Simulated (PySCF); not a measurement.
These are PBE-D3(BJ)/def2-TZVP run with PySCF 2.14.0 values and carry that method's errors. Isolated molecules, 0 K electronic values unless said otherwise. Excitations are Tamm–Dancoff values on a coarser integration grid. The basis has no diffuse functions, so Rydberg states are missing or too high.

Reference species (SMILES): `[Al]([Cl])([Cl])[Cl]` (neutral, multiplicity 1).

T1 excitation (TDA): 5.60 eV
LUMO: -2.23 eV
HOMO: -7.96 eV

Changed species: `[Cl][Al]([SiH3])[Cl]` (1 of 3 Cl replaced by SiH3; the reference has 0 of 3 Cl replaced by SiH3).

Question: What does the change do to the T1 excitation (TDA), LUMO and HOMO?

Answer: the T1 excitation (TDA) falls by 1.49 eV, to 4.11 eV; the LUMO decreases by 0.40 eV, to -2.63 eV; the HOMO increases by 0.75 eV, to -7.21 eV.
